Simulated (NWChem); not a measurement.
A series in which one site is exchanged, each optimised at PBE0/def2-SVP with NWChem, gas phase unless a solvent is named. For some, no frequency run checked for a minimum. def2 effective core potentials on Sn; no spin-orbit coupling.

A: C=[CH][GeH3] (C$_{2}$H$_{6}$Ge; site = Ge)
B: C=CC (C$_{3}$H$_{6}$; site = C)
C: C=C[SiH3] (C2H6Si; site = Si)
D: C=[CH][SnH3] (C2H6Sn; site = Sn)

Problem. Rank them by static polarisability, PBE0/def2-SVPD (bohr³), lowest first.

Solution. B (39.7), C (54.7), A (58.0), D (68.1)
